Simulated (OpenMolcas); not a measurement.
# CH4Si (SMILES C[SiH]): the energy, rung by rung

CH4Si: 6 atoms, total charge 0, spin state singlet. As SMILES, `C[SiH]`. The shape is that of a PBE0-D4/def2-TZVP optimisation.

```xyz
6

C    -0.0935   -0.3660   -0.3703
Si    0.9173    0.2098    1.1223
H    -1.1569   -0.4101   -0.1022
H     0.2150   -1.3356   -0.7630
H    -0.0240    0.3820   -1.1708
H     0.1422    1.5200    1.2840
```

Quantity: the energy change with the C1–H3 bond stretched from 1.098 to 2.415 Å, in eV. The values are calculated.

```json
{"level": "SVWN5/def2-TZVP (restricted)", "kind": "LDA", "program": "OpenMolcas", "value (eV)": "4.21", "less CCSD(T)/def2-TZVP": "+0.23", "CPU time (all runs)": "61 s"}
{"level": "BLYP/def2-TZVP (restricted)", "kind": "GGA", "program": "OpenMolcas", "value (eV)": "3.98", "less CCSD(T)/def2-TZVP": "0.00", "CPU time (all runs)": "88 s"}
{"level": "M06-L/def2-TZVP (restricted)", "kind": "meta-GGA", "program": "OpenMolcas", "value (eV)": "4.45", "less CCSD(T)/def2-TZVP": "+0.47", "CPU time (all runs)": "1.9 min"}
{"level": "BHLYP/def2-TZVP (restricted)", "kind": "global hybrid", "program": "OpenMolcas", "value (eV)": "4.90", "less CCSD(T)/def2-TZVP": "+0.92", "CPU time (all runs)": "65 s"}
{"level": "M06-2X/def2-TZVP (restricted)", "kind": "hybrid meta-GGA", "program": "OpenMolcas", "value (eV)": "4.79", "less CCSD(T)/def2-TZVP": "+0.81", "CPU time (all runs)": "92 s"}
{"level": "B2PLYP/def2-TZVP (restricted)", "kind": "double hybrid", "program": "OpenMolcas", "value (eV)": "4.51", "less CCSD(T)/def2-TZVP": "+0.53", "CPU time (all runs)": "58 s"}
{"level": "MP2/def2-TZVP (restricted)", "kind": "perturbation theory", "program": "OpenMolcas", "value (eV)": "4.82", "less CCSD(T)/def2-TZVP": "+0.84", "CPU time (all runs)": "21 s"}
{"level": "CCSD(T)/def2-TZVP (restricted)", "kind": "coupled cluster or CI", "program": "OpenMolcas", "value (eV)": "3.98", "less CCSD(T)/def2-TZVP": "0.00", "CPU time (all runs)": "76 s"}
```

Differences are taken from CCSD(T)/def2-TZVP (restricted) for orientation; it has basis-set and higher-order errors of its own. At this stretch a single reference begins to fail. The first shape isn't each level's own minimum. The values span 3.98 to 4.90 eV. Times are those of the runs behind each value, whatever else they computed, on shared processors of several kinds: orders of magnitude only.
